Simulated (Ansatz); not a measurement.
The cluster Mg3H5⁻, relaxed as a singlet with RKS r2SCAN-D4/def2-TZVPD in Ansatz, starting from the GFN2-xTB geometry. Force threshold 0.02 eV/Å.

The restricted singlet is unstable towards broken spin symmetry in Hartree–Fock (as tested in another run); at r2SCAN-D4/def2-TZVPD this wasn't settled. Another isomer (singlet) lies 0.43 eV lower at PBE0-D4/def2-TZVPD; other spin states weren't run for this one.

Start:

```xyz
8

Mg   -0.3712    1.1527    0.7887
Mg    0.5493   -0.9513   -0.9365
Mg   -1.2079   -1.3315    0.9831
H    -0.4507   -1.2926   -2.2948
H     0.3645    1.2686    2.3435
H     1.8078   -1.9788   -0.3491
H     1.1654    1.2347   -0.8795
H    -1.8573    1.8982    0.3446
```

(1) Estimate the energy that the relaxation releases and the steps that it takes.

(2) Does the start keep its bonding and symmetry?

(3) Predict the relaxed structure.

Results:

(1) 2.09 eV, in 23 steps; 38 s on 4 threads of Arm Neoverse V2 on a shared host. No frequencies were taken in this run, so the end may be a saddle point.

(2) Bonds formed: Mg1–H7, Mg2–H7, Mg3–H5, Mg3–H6 (atoms count from 1). Point group Cs at the start, Cs at the end, both within 0.05 Å.

(3) 
```csv
atom,x (Å),y (Å),z (Å)
Mg1,-0.605,1.441,0.688
Mg2,0.429,-1.009,-1.311
Mg3,-0.298,-1.387,1.542
H4,0.555,-1.661,-2.925
H5,0.418,0.480,1.833
H6,1.249,-1.460,0.240
H7,-0.341,0.615,-0.931
H8,-1.406,2.982,0.864
```
Bond lengths (bridged metal pairs left out): 8 × H–Mg 1.75 to 2.02 Å.
